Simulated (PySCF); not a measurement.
Compound: C6H10.
SMILES with atom numbers: `[CH2:1]1[CH2:2][C@H:3]2[CH2:4][CH2:5][C@@H:6]12` (hydrogens: H7, H8 on C1; H9, H10 on C2; H11 on C3; H12, H13 on C4; H14, H15 on C5; H16 on C6)

Theory: core-valence-separated Tamm–Dancoff BHandHLYP/aug-pcX-1 (pcseg-1 on H) in PySCF, non-relativistic, gas phase, PBE0-D3(BJ)/def2-SVP geometry. Absolute energies from this functional tend to lie a few eV below measured edges; no shift was applied.

Q: What does the C 1s absorption edge look like?

A: 
```csv
E (eV),f,core hole on,main final orbital
285.48,0.0507,C1/C2/C4/C5,"LUMO (4 roots, f summed)"
285.50,0.0317,C3/C6,"LUMO (2 roots, f summed)"
285.78,0.0946,C1/C2/C4/C5,"spread (4 roots, f summed)"
285.92,0.0427,C3/C6,"LUMO+1 (2 roots, f summed)"
286.15,0.0433,C1/C2/C4/C5,"LUMO+1 (4 roots, f summed)"
286.53,0.0118,C1/C2/C4/C5,"spread (2 roots, f summed)"
286.53,0.0209,C1/C2/C4/C5 + C3/C6,"LUMO+2 (2 roots, f summed)"
286.53,0.0034,C3/C6,"LUMO+2 (2 roots, f summed)"
286.74,0.0105,C3/C6,"LUMO+5 (2 roots, f summed)"
286.87,0.0010,C3/C6,"LUMO+3 (2 roots, f summed)"
```

The first line with a tenth or more of the strongest one's intensity is at 285.48 eV (f = 0.051, sum of 4), with the hole on C1/C2/C4/C5 (four-membered-ring carbon). The strongest listed is at 285.78 eV (f = 0.095, sum of 4; C1/C2/C4/C5).

Roots within 0.03 eV whose holes lie on the same, on equivalent or on shared atoms are summed into one line, and the highest roots are left out, as the search may have cut off their partners. Final orbitals are the ground state's empty Kohn–Sham orbitals.

Q: What are the wavelength and the wavenumber of the 286.15 eV line?

A: λ = 12398.42 eV Å/286.15 eV = 43.328 Å; 2.3080 × 10⁶ cm⁻¹.

The ionisation thresholds weren't computed; near and above them a finite basis only mimics Rydberg series and continuum.

Time: 22 s. Hardware: Arm Neoverse V1, one thread (shared host).
